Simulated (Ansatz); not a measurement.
Molecule: C$_{2}$H$_{3}$F, net charge 0, singlet state. SMILES: C=CF
Coordinates optimised at B3LYP-D3(BJ)/def2-TZVP (Ansatz, a program for electronic structure):
```xyz
6

C      0.0048     0.4339    -0.0020
C      1.1838    -0.1536     0.0049
F     -1.1460    -0.2672    -0.0028
H     -0.1758     1.5010    -0.0077
H      1.2800    -1.2303     0.0104
H      2.0778     0.4520     0.0052
```

**Question.** Give the harmonic wavenumbers at B3LYP-D3(BJ)/def2-TZVP (Ansatz, finite differences of forces, unscaled).

**Answer.** 489, 730, 894, 939, 964, 1168, 1336, 1417, 1711, 3169, 3201, 3263 cm⁻¹. Zero-point energy 27.6 kcal/mol.

**Question.** From these and the geometry, give the ideal-gas thermochemistry at 298.15 K and 1 atm (rigid rotor, harmonic oscillator).

**Answer.** Point group Cs, rotational symmetry number 1. Rotational constants 65.59, 10.62, 9.139 GHz. S(trans) 37.41, S(rot) 21.45, S(vib) 1.42, S(elec, spin only) 0.00, S 60.3 cal/(mol K). H(298) - H(0) 2.69 kcal/mol; G - E(el) 12.3 kcal/mol.
